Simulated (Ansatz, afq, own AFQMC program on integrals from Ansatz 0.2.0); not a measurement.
**Where AFQMC and coupled cluster stand for C, triplet**

A free C atom.

Basis cc-pVTZ. Only valence electrons are correlated. AFQMC by an in-house program on the Cholesky factors that Ansatz 0.2.0 writes for its CCSD(T) run. The CISD trial takes its coefficients from CCSD amplitudes. Released means that phaseless walkers are propagated on without the constraint, phases kept. Free projection: walkers drawn from exp(T), propagated without any constraint. Its projection time is finite, and what remains of the start isn't in its error. Uncertainties: one standard error, sampling alone.

Determinant: UHF, the one that the program's search chose, which needn't be the lowest solution.

Full CI on the same integrals is exact in this basis and with this determinant's frozen core.

Cautions: the released energies are still falling, so no released level is given (meV from the phaseless value at times in 1/Eh: 0 ± 3 at 0.24, -5 ± 3 at 0.50, -6 ± 3 at 1.00, -13 ± 3 at 1.50), though the last usable value meets full CI within the noise.

* T1 diagnostic: 0.0084
* weight of the determinant in the CISD state: 0.950
* ⟨S²⟩ of the determinant: 2.009
* size of the correlated space: 4 electrons in 29 orbitals

Reference: full CI, correlation energy -2.441 eV.

```json
{"level": "HF", "E − E(reference) (meV)": "2440.8", "share of correlation (%)": "0.00"}
{"level": "MP2", "E − E(reference) (meV)": "619.9", "share of correlation (%)": "74.60"}
{"level": "CCSD", "E − E(reference) (meV)": "69.1", "share of correlation (%)": "97.17"}
{"level": "CCSD(T)", "E − E(reference) (meV)": "13.7", "share of correlation (%)": "99.44"}
{"level": "CCSDT", "E − E(reference) (meV)": "1.1", "share of correlation (%)": "99.95"}
{"level": "CCSDT(Q)", "E − E(reference) (meV)": "0.2", "share of correlation (%)": "99.99"}
{"level": "ph-AFQMC/HF", "E − E(reference) (meV)": "173.5 ± 25.9", "share of correlation (%)": "92.89"}
{"level": "ph-AFQMC/CISD", "E − E(reference) (meV)": "8.5 ± 1.7", "share of correlation (%)": "99.65"}
{"level": "free AFQMC", "E − E(reference) (meV)": "2.6 ± 4.2", "share of correlation (%)": "99.89"}
```

CCSDT and higher add their correlation energy to the determinant of the CCSD(T) run, since their own runs factorise the integrals more tightly (a shift of under 2 meV). Free projections are given only where their last times agree within the noise and don't stop above the reference; a slow remainder of the start can still hide under it. A walk keeps the symmetry of its determinant, which the program's search chose and which needn't be the lowest solution, so a lower state of the same spin and another symmetry isn't excluded.
